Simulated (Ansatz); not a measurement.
Stepwise reaction of `O[Si]O` with hydrogen chloride, as a gas-phase model of exchange steps in deposition or etching. ΔE in kJ/mol; ΔG adds harmonic PBE0-D4 terms to CCSD(T)/CBS, at 1 bar.

Calculated with Ansatz (gas phase, PBE0-D4/def2-TZVP geometries, no zero-point term in ΔE). CBS: MP2 limit from def2 TZ/QZ plus the TZ coupled-cluster correction, frozen cores. This one scheme is used for every species. DFT in def2-TZVPP. B3LYP here is the variant with VWN-RPA as its local correlation; programs differ in this. Each species was taken in one conformer, which may not be the lowest.

| step | reaction | PBE-D4 | B3LYP-D4 | ωB97M-V | CCSD(T)/CBS | ΔG(500 K) |
| --- | --- | --- | --- | --- | --- | --- |
| 1 | `O[Si]O` + HCl → `O[Si]Cl` + H₂O | -3.1 | 2.9 | 3.8 | 3.4 | 4.1 |
| 2 | `O[Si]Cl` + HCl → `Cl[Si]Cl` + H₂O | 10.2 | 17.4 | 19.1 | 15.2 | 19.4 |

Q: By hand: ΔE of the 2 steps together at CCSD(T)/CBS.

A: (3.4) + (15.2) = 18.6 kJ/mol, or 9.3 kJ/mol a step.

In ΔE each step is higher than the one before. ΔG lies between 4.1 and 19.4 kJ/mol a step. PBE-D4 differs from CCSD(T)/CBS by -6.5 to -5.0 kJ/mol a step. Isolated molecules leave out the surface, adducts and barriers. Largest T1 diagnostic: 0.015.
